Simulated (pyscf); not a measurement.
Concerted two-bond exchange: H₂Si=N–SiH₃ + silane (SiH₄) → :HSi–N(SiH₃)–SiH₃ [singlet] + hydrogen (H₂)

Gas phase, singlet surface, charge 0. Bonds broken: Si1–H5, Si3–H6. Bonds formed: N2–Si3, H5–H6. Structures and frequencies: ωB97X-D3(BJ)/def2-SVP in PySCF.

Transition state (Å):

```xyz
13

Si    -0.9211    -2.4249     0.7439
N     -0.4094    -0.8597     0.8437
Si     1.0293    -0.4983     2.0526
Si    -0.9824     0.5865    -0.0051
H      0.0853    -3.0336     1.7892
H      0.9034    -2.1830     2.3291
H     -2.0470    -2.6140    -0.2232
H      2.4577    -0.7163     1.6374
H      0.9214     0.9789     1.6133
H      0.7673    -0.2812     3.5170
H     -2.0945     0.1366    -0.8992
H      0.0959     1.1663    -0.8451
H     -1.5202     1.5826     0.9558
```

One imaginary mode, 1261i cm⁻¹; descent along it reached the two sides named.

```
bond    change  reactant side (Å)  saddle  product side
------  ------  -----------------  ------  ------------
Si1–H5  breaks              1.483   1.574           3.5
Si3–H6  breaks              1.489   1.712           4.1
N2–Si3   forms                3.5   1.914         1.767
H5–H6    forms                2.8   1.298         0.759
```

Electronic energies relative to the separated reactants (kJ/mol):

```tsv
level	barrier	reaction energy	reverse barrier
ωB97X-D3(BJ)/def2-TZVP	134.6	-74.9	209.5
PBE/def2-TZVP	116.4	-46.0	162.3
r²SCAN/def2-TZVP	125.3	-45.8	171.1
B3LYP-D3(BJ)/def2-TZVP	138.0	-58.8	196.8
PBE0-D3(BJ)/def2-TZVP	117.6	-60.1	177.8
M06-2X/def2-TZVP	143.0	-79.2	222.2
ωB97M-D3(BJ)/def2-TZVP	146.8	-66.1	212.9
HF/def2-TZVP	243.1	-39.5	282.6
```

With ωB97M-D3(BJ)/def2-TZVP energies and thermal terms (ideal gas, 1 atm, RRHO with modes under 100 cm⁻¹ raised to 100, one conformer, R ln 2 for chiral ones without a mode under 150 cm⁻¹), in kJ/mol:

```json
[
 {"T (K)": "298", "ΔH‡": "142.2", "ΔG‡": "190.5", "ΔH": "-69.8", "ΔG": "-59.6"},
 {"T (K)": "600", "ΔH‡": "143.9", "ΔG‡": "239.1", "ΔH": "-64.5", "ΔG": "-51.5"},
 {"T (K)": "900", "ΔH‡": "147.2", "ΔG‡": "285.9", "ΔH": "-60.8", "ΔG": "-45.8"},
 {"T (K)": "1200", "ΔH‡": "150.8", "ΔG‡": "331.6", "ΔH": "-58.4", "ΔG": "-41.2"}
]
```

This saddle turned up in a search for another step; its sides and bond changes are read from the two ends of the descent. The same reactants have a lower exit, to H₃Si–N(SiH₃)–SiH₃ (barrier +4.5 kJ/mol at ωB97M-D3(BJ)/def2-TZVP, against +146.8 kJ/mol here). H₂Si=N–SiH₃ lies 42.2 kJ/mol over its isomer :HSi–NH–SiH₃ [singlet] (electronic energy, ωB97M-D3(BJ)/def2-TZVP). This is the saddle that the search found; another between the same sides may lie lower.
